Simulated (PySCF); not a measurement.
# doublet [P2H2]+ at 6 levels

Wanted: a comparison of 6 runs (U-wB97X-V/STO-3G, UB2PLYP/STO-3G, UPBE/STO-3G, NEVPT2(3,3)/STO-3G, ROCCSD(T)/STO-3G, UCCSD(T)/STO-3G) of doublet [P2H2]+. 

The calculation is run with PySCF 2.14.0.

8 further runs of the same task are left out: 8 set aside as unsound or not needed.

### Step 1. The system as given

[P2H2]+: 4 atoms, total charge +1, spin state doublet. SMILES of the parent species: `[H]/P=P/[H]`. The coordinates come from a GFN2-xTB relaxation. That shape belongs to the parent species and isn't relaxed for this state.

Bond lengths: P1–P2 2.016 Å, P1–H3 1.403 Å, P2–H4 1.403 Å. Angles: P1–P2–H4 94.8°, P2–P1–H3 94.8°.

### Step 2. The energy at U-wB97X-V/STO-3G (run 1)

File job.py:

```python
from pyscf import gto, dft

molecule = gto.Mole()
molecule.atom = '''
P     -0.046053    -1.896586     0.166957
P      0.046147     1.896416    -0.166787
H      1.960137    -2.017415     1.896000
H     -1.960232     2.017585    -1.896170
'''
molecule.spin = 1
molecule.basis = 'sto-3g'
molecule.charge = 1
molecule.max_memory = 1860
molecule.verbose = 4
molecule.unit = 'bohr'
molecule.build()

ks = dft.UKS(molecule, xc='wb97x-v')
ks.conv_tol = 1e-10
ks.grids.level = 5
ks.nlcgrids.level = 1
ks.kernel()
if not ks.converged:
    ks = ks.newton().run(ks.mo_coeff, ks.mo_occ)

e_tot = ks.e_tot
print(f'total energy: {e_tot:.8f} hartree')
```

On the command line:

```sh
$ OMP_NUM_THREADS=1 python job.py
```

What it wrote:

```text
PySCF version 2.14.0

[... 109 lines left out ...]
converged SCF energy = -675.759568223183  <S^2> = 0.75861867  2S+1 = 2.0086002
total energy: -675.75956822 hartree
```

Run time: 13 s. Hardware: 1 thread of AMD EPYC 9R45 (Zen 5), shared host; peak memory 0.21 GiB.

### Step 3. A single-point energy at UB2PLYP/STO-3G (run 2)

File input.py:

```python
from pyscf import gto, dft, mp

mol = gto.M(
    atom=[
    ('P', (-0.024370, -1.003630, 0.088350)),
    ('P', (0.024420, 1.003540, -0.088260)),
    ('H', (1.037260, -1.067570, 1.003320)),
    ('H', (-1.037310, 1.067660, -1.003410)),
],
    spin=1,
    max_memory=1860,
    charge=1,
    basis='sto-3g',
    verbose=3,
)

mf = dft.UKS(mol, xc='0.53*HF + 0.47*B88, 0.73*LYP')
mf.conv_tol = 1e-10
mf.grids.level = 5
mf.kernel()
if not mf.converged:
    mf = mf.newton().run(mf.mo_coeff, mf.mo_occ)

pt = mp.MP2(mf, frozen=10).run()
e_tot = mf.e_tot + 0.27 * pt.e_corr
print('PT2 part  %.8f' % (0.27 * pt.e_corr))
print('Final energy', e_tot)
```

On the command line:

```sh
$ OMP_NUM_THREADS=1 python input.py
```

What it wrote:

```text
WARN: HOMO -0.224089506856534 >= LUMO -0.224089506856535

converged SCF energy = -675.539759558878  <S^2> = 0.76182395  2S+1 = 2.0117892
E(UMP2) = -675.702416175111  E_corr = -0.162656616232364
E(SCS-UMP2) = -675.709301424789  E_corr = -0.169541865910079
PT2 part  -0.04391729
Final energy -675.5836768452613
```

It took 2.6 s on 1 thread of AMD EPYC 9R45 (Zen 5), shared host; peak memory 0.21 GiB.

Runs 3 to 5 aren't shown in full; the table further down has their settings and results.

### Step 4. The energy at UCCSD(T)/STO-3G (run 6)

File job.py:

```python
from pyscf import gto, cc

mol = gto.M(
    atom='P -0.024370 -1.003630 0.088350; P 0.024420 1.003540 -0.088260; H 1.037260 -1.067570 1.003320; H -1.037310 1.067660 -1.003410',
    basis='sto-3g',
    verbose=4,
    spin=1,
    charge=1,
    max_memory=1860,
)

mf = mol.UHF()
mf.conv_tol = 1e-10
mf.kernel()
if not mf.converged:
    mf = mf.newton().run(mf.mo_coeff, mf.mo_occ)

mycc = cc.CCSD(mf, frozen=10)
mycc.kernel()
e_t = mycc.ccsd_t()
energy = mycc.e_tot + e_t
print('E = %.10f Eh' % energy)
```

On the command line:

```sh
$ OMP_NUM_THREADS=1 python job.py
```

What it wrote:

```text
PySCF version 2.14.0

[... 100 lines left out ...]
converged SCF energy = -674.700013841662  <S^2> = 0.78003101  2S+1 = 2.0298089
[... 12 lines left out ...]
Init t2, MP2 energy = -0.111456925760661
[... 15 lines left out ...]
UCCSD converged
[... 2 lines left out ...]
E = -674.8437569562 Eh
```

Run time: 0.54 s. Hardware: 1 thread of AMD EPYC 9R45 (Zen 5), shared host; peak memory 0.12 GiB.

### Step 5. The series

| run | level | nlc grid | frozen core orbitals | energy (Eh) | HOMO energy (eV) | LUMO energy (eV) | ⟨S²⟩ | wall time |
| --- | --- | --- | --- | --- | --- | --- | --- | --- |
| 1 | U-wB97X-V/STO-3G | 1 | – | -675.759568 | -14.54 | -7.81 | 0.759 | 13 s |
| 2 | UB2PLYP/STO-3G | – | 10 | -675.583677 | -12.94 | -8.33 | 0.762 | 2.6 s |
| 3 | UPBE/STO-3G | – | – | -675.538365 | -11.49 | -10.80 | 0.752 | 2.1 s |
| 4 | NEVPT2(3,3)/STO-3G | – | – | -674.819165 | – | – | – | 0.52 s |
| 5 | ROCCSD(T)/STO-3G | – | 10 | -674.843385 | – | – | 0.750 | 0.5 s |
| 6 | UCCSD(T)/STO-3G | – | 10 | -674.843757 | -13.91 | -5.47 | 0.780 | 0.54 s |

### Step 6. Summary of results

```
                                                         quantity          value
                                              run 6: total energy  -674.84376 Eh
run 6: HOMO energy (Hartree–Fock orbitals) (highest over α and β)      -13.91 eV
 run 6: LUMO energy (Hartree–Fock orbitals) (lowest over α and β)       -5.47 eV
              run 6: correlation energy (10 core orbitals frozen)     -143.7 mEh
                                            run 6: (T) correction      -1.96 mEh
                         run 6: ⟨S²⟩ of the reference determinant          0.780
                                             run 6: T1 diagnostic          0.027
```

Totals of different functionals can't be ranked against each other. In runs 1, 2, 3, 4, 5, 6 the basis is minimal, so the values are rough. All runs together took 19 s, the longest 13 s.
